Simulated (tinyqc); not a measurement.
Inside a calculation. Method: Hueckel theory of the pi electrons with the omega technique, for the molecule [CH2]C=C (SMILES; centres numbered as the heavy atoms are written). One step of it, computed by the program tinyqc.

Problem. Energy, charges, bond orders. E = sum n x; q_r = z_r - P_rr; bond order p = P_rs; free valence = sqrt(3) - sum of p over the bonds of the atom.

x values: 1.414214  0.000000  -1.414214

occupations: 2.000000  1.000000  0.000000

charge and bond-order matrix P, lower triangle:
```
          1C        2C        3C
1C  1.000000
2C  0.707107  1.000000
3C  0.000000  0.707107  1.000000
```

Centres:

| centre | z_r, pi electrons of the neutral centre | h |
|---|---|---|
| 1C | 1 | 0.000000 |
| 2C | 1 | 0.000000 |
| 3C | 1 | 0.000000 |

Bonds:

| i | j | k |
|---|---|---|
| 1 | 2 | 1 |
| 2 | 3 | 1 |

Give: pi energy = 3 alpha + this times beta; pi charges; Bond orders and lengths from R = 1.517 - 0.180 p; free valence of the carbons; gap between the highest filled and the next level.

Solution.

pi energy = 3 alpha + this times beta = 2.8284

pi charges: 1C 0.0000, 2C 0.0000, 3C 0.0000

Bond orders and lengths from R = 1.517 - 0.180 p (angstrom, C-C alone):

| bond | p | R |
|---|---|---|
| 1-2 | 0.7071 | 1.3897 |
| 2-3 | 0.7071 | 1.3897 |

free valence of the carbons: 1C 1.0249, 2C 0.3178, 3C 1.0249

gap between the highest filled and the next level = 1.4142 |beta|
